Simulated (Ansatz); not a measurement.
# CHOSi (charge +1): two geometries relaxed

Aim: relax the geometries before and after the shift of H4 from O3 to Si2, and see whether they are two minima and how far apart in energy. SMILES of the start: [C+]#[Si]O.

All numbers below are computed with Ansatz 0.2.0 (RKS PBE0-D4/def2-SVP).

### Step 1. The system as given

Bond lengths: C1–Si2 1.755 Å, Si2–O3 1.528 Å, O3–H4 0.966 Å. Angles: C1–Si2–O3 179.6°, Si2–O3–H4 175.0°.

Coordinates:

```xyz
4

C    -1.4254    1.2515    1.3379
Si   -0.3478    0.2975    0.3329
O     0.5878   -0.5420   -0.5351
H     1.1854   -1.0070   -1.1357
```

### Step 2. Relaxing end A

The input, input.yaml:

```yaml
crystal:
  periodic: [false, false, false]
  atoms:
    - { symbol: C, position_ang: [-1.42541, 1.25153, 1.33788] }
    - { symbol: Si, position_ang: [-0.34777, 0.29747, 0.33289] }
    - { symbol: O, position_ang: [0.58782, -0.54196, -0.5351] }
    - { symbol: H, position_ang: [1.18536, -1.00704, -1.13567] }
total_charge: 1
basis:
  gaussian: { orbitals: def2-SVP }
hamiltonian:
  xc: pbe0
  dispersion: d4
relax:
  f_tol: 0.02
  max_steps: 50
output:
  orbitals: {}
```

Run with:

```console
$ ansatz run input.yaml --threads 1 --pin off --max-ram 2048MiB --backend cpu --events-out ev --progress --plain --runs-dir out
```

The program printed, cut to the lines that bear on the results:

```text
Warning: RAYON_NUM_THREADS=1 ignored (pool sized by the plan → 1); use --threads N
[...]
Functional definition: PBE0
[...]
528 factors; integrals over basis functions are off by at most 2.3e-4 eV
[...]
mean field -10950.57482245 eV, -402.4262021587 hartree, gradient 6.4e-10 eV, S^2 0.000000; 2 other end points of the search recorded, 0 dependent functions left out
[...]
reference -10950.57484143 eV, -402.4262028564 hartree; 14, 14 occupied and 37, 37 virtual orbitals, 528 factors
relax step   1: F+E_penalty+E_count = -10950.61967561 eV  Δ(F+E_penalty+E_count) = +0.000e0 eV  max|allowed force component| = 1.452e0 eV/Å  Δτ_max = 0.0000 Å  (224 SCF iters, accepted)
[...]
relax step   3: F+E_penalty+E_count = -10950.74130276 eV  Δ(F+E_penalty+E_count) = -3.255e-2 eV  max|allowed force component| = 9.779e-2 eV/Å  Δτ_max = 0.0405 Å  (89 SCF iters, accepted)
[...]
relax step   5: F+E_penalty+E_count = -10950.74203407 eV  Δ(F+E_penalty+E_count) = -1.485e-5 eV  max|allowed force component| = 1.673e-2 eV/Å  Δτ_max = 0.0004 Å  (81 SCF iters, accepted)
[...]
relax step   7: F+E_penalty+E_count = -10950.74232335 eV  Δ(F+E_penalty+E_count) = -2.422e-4 eV  max|allowed force component| = 2.245e-1 eV/Å  Δτ_max = 0.0264 Å  (131 SCF iters, accepted)
[...]
relax step   9: F+E_penalty+E_count = -10950.75370595 eV  Δ(F+E_penalty+E_count) = -1.550e-3 eV  max|allowed force component| = 1.854e-1 eV/Å  Δτ_max = 0.0210 Å  (72 SCF iters, accepted)
[...]
relax step  10: F+E_penalty+E_count = -10950.76240138 eV  Δ(F+E_penalty+E_count) = -8.695e-3 eV  max|allowed force component| = 1.101e-1 eV/Å  Δτ_max = 0.0903 Å  (41 SCF iters, accepted)
[...]
relax step  11: F+E_penalty+E_count = -10950.76289148 eV  Δ(F+E_penalty+E_count) = -4.901e-4 eV  max|allowed force component| = 2.404e-3 eV/Å  Δτ_max = 0.0180 Å  (58 SCF iters, accepted)
528 factors; integrals over basis functions are off by at most 2.8e-4 eV
[...]
mean field -10950.71874170 eV, -402.4314910937 hartree, gradient 2.6e-7 eV, S^2 0.000000; 3 other end points of the search recorded, 0 dependent functions left out
[...]
reference -10950.71876056 eV, -402.4314917869 hartree; 14, 14 occupied and 37, 37 virtual orbitals, 528 factors
Total energy: -10950.76291034 eV, -402.4331142614 hartree
Atom 0 at    -1.449712     1.336834     1.319355 Å, force     0.000282     0.001414    -0.001374 eV/Å
Atom 1 at    -0.325191     0.245350     0.331632 Å, force    -0.000374    -0.002026     0.001935 eV/Å
Atom 2 at     0.612132    -0.765422    -0.424975 Å, force     0.001915    -0.001792    -0.001742 eV/Å
Atom 3 at     1.162771    -0.816762    -1.226013 Å, force    -0.001823     0.002404     0.001181 eV/Å
Dipole moment:     0.255776    -0.029865    -0.368242 e Å
```

Wall time 50 s (1 thread of Arm Neoverse N1, shared host); peak memory 0.13 GiB.

Step by step:

```csv
step,energy from step 1 (eV),largest force component (eV/Å)
1,0.0000,1.4524
2,-0.0891,0.6986
3,-0.1216,0.0978
4,-0.1223,0.0156
5,-0.1224,0.0167
6,-0.1224,0.0211
7,-0.1226,0.2245
8,-0.1325,0.0880
9,-0.1340,0.1854
10,-0.1427,0.1101
11,-0.1432,0.0024
```

Step 1 is the start.

After: Bond lengths: C1–Si2 1.852 Å, Si2–O3 1.572 Å, O3–H4 0.973 Å. Angles: C1–Si2–O3 175.7°, Si2–O3–H4 140.1°.

### Step 3. End point B

The second end starts from a geometry with the move made by hand.

input.yaml: that of step 2 with these lines changed.

```diff
@@ -6,3 +6,3 @@
     - { symbol: O, position_ang: [0.58782, -0.54196, -0.5351] }
-    - { symbol: H, position_ang: [1.18536, -1.00704, -1.13567] }
+    - { symbol: H, position_ang: [0.28162, 0.98503, -0.76471] }
 total_charge: 1
@@ -16,3 +16 @@
   max_steps: 50
-output:
-  orbitals: {}
```

Run with:

```console
$ ansatz run input.yaml --threads 1 --pin off --max-ram 2048MiB --backend cpu --events-out ev --progress --plain --runs-dir out
```

The program printed, cut to the lines that bear on the results:

```text
Warning: RAYON_NUM_THREADS=1 ignored (pool sized by the plan → 1); use --threads N
[...]
[... 1 set-up line as earlier in the session ...]
[...]
529 factors; integrals over basis functions are off by at most 2.8e-4 eV
[...]
mean field -10946.95086251 eV, -402.2930240876 hartree, gradient 1.8e-5 eV, S^2 0.000000; 2 other end points of the search recorded, 0 dependent functions left out
[...]
reference -10946.95088012 eV, -402.2930247346 hartree; 14, 14 occupied and 37, 37 virtual orbitals, 529 factors
relax step   1: F+E_penalty+E_count = -10946.99608674 eV  Δ(F+E_penalty+E_count) = +0.000e0 eV  max|allowed force component| = 2.277e0 eV/Å  Δτ_max = 0.0000 Å  (77 SCF iters, accepted)
[...]
relax step   4: F+E_penalty+E_count = -10949.77491477 eV  Δ(F+E_penalty+E_count) = -1.362e0 eV  max|allowed force component| = 4.039e0 eV/Å  Δτ_max = 0.1938 Å  (39 SCF iters, accepted)
[...]
relax step  13: F+E_penalty+E_count = -10950.76289696 eV  Δ(F+E_penalty+E_count) = -8.965e-4 eV  max|allowed force component| = 1.015e-2 eV/Å  Δτ_max = 0.0352 Å  (34 SCF iters, accepted)
530 factors; integrals over basis functions are off by at most 8.1e-4 eV
[...]
mean field -10950.71874654 eV, -402.4314912716 hartree, gradient 2.3e-6 eV, S^2 0.000000; 3 other end points of the search recorded, 0 dependent functions left out
[...]
reference -10950.71876551 eV, -402.4314919688 hartree; 14, 14 occupied and 37, 37 virtual orbitals, 530 factors
Total energy: -10950.76291593 eV, -402.4331144667 hartree
Atom 0 at    -1.742145     1.093890     1.812969 Å, force    -0.008569     0.002317     0.010153 eV/Å
Atom 1 at    -0.556015     0.540383     0.503072 Å, force     0.003979     0.001917    -0.005942 eV/Å
Atom 2 at     0.450200     0.016460    -0.585836 Å, force     0.007025    -0.002352    -0.008138 eV/Å
Atom 3 at     0.944221     0.341338    -1.359245 Å, force    -0.002434    -0.001882     0.003927 eV/Å
Dipole moment:     0.230293     0.137454    -0.354792 e Å
```

Run time: 30 s. Hardware: 1 thread of Arm Neoverse N1, shared host; peak memory 0.13 GiB.

The steps of the relaxation:

```
step  energy from step 1 (eV)  largest force component (eV/Å)
   1                   0.0000                          2.2772
   2                  -0.4089                          1.6459
   3                  -1.4166                          4.1965
   4                  -2.7788                          4.0390
  5x                  -2.6713                         10.2340
   6                  -3.3392                          2.3298
   7                  -3.5967                          0.7946
   8                  -3.7091                          0.3854
   9                  -3.7385                          0.3893
  10                  -3.7485                          0.7253
  11                  -3.7650                          0.1515
  12                  -3.7659                          0.1752
  13                  -3.7668                          0.0102
```

Step 1 is the start. 1 step was tried and not accepted (marked x).

After: Bond lengths: C1–Si2 1.852 Å, Si2–O3 1.572 Å, O3–H4 0.974 Å. Angles: C1–Si2–O3 177.9°, Si2–O3–H4 139.8°.

Pairs that crossed the distance rule for bonds on the way: came closer O3–H4; moved apart Si2–H4.

### Step 4. Outcome

| quantity | value |
| --- | --- |
| end A | 10 moves, 0.143 eV lower |
| end B | 11 moves, 3.767 eV lower |
| largest difference between the ends | 0.03 Å |
| end B relative to end A | -0.000 eV |

In words: Both starts fell into the same minimum (no atom differs by more than 0.03 Å), so from this start no second minimum was found and no band was run; another arrangement could still be one.
